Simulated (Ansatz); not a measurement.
## Ansatz (development build ahead of 0.2.0) run

```yaml
crystal:
  periodic: [false, false, false]
  atoms:
    - { symbol: "N", position_ang: [0.0, 0.0, 0.0] }
    - { symbol: S, position_ang: [0.0, 0.0, 4.47] }
basis:
  gaussian: { orbitals: def2-SVP }
magnetization:
  spin_polarized: true
  initial_magnetization: 1
hamiltonian:
  xc: hf
scf:
  omitted_lower_state_checks: [stability, starts, atomic_configurations, cluster_reference, orbital_swaps, given_window_search, neighbouring_geometries, increment]
output:
  forces: true
```

The input is written out in the form of the current development build from the run's settings.

Output:

| Item | Value |
| --- | --- |
| Converged | yes |
| Total energy | -451.47855 hartree |
| Spin squared of the determinant | 0.753 |

Forces (eV/Å):
| atom | Fx | Fy | Fz |
| --- | --- | --- | --- |
| N1 | 0.000 | 0.000 | 0.039 |
| S2 | 0.000 | 0.000 | -0.039 |

This is not the lowest solution: another run reaches a determinant 6.11 eV lower.
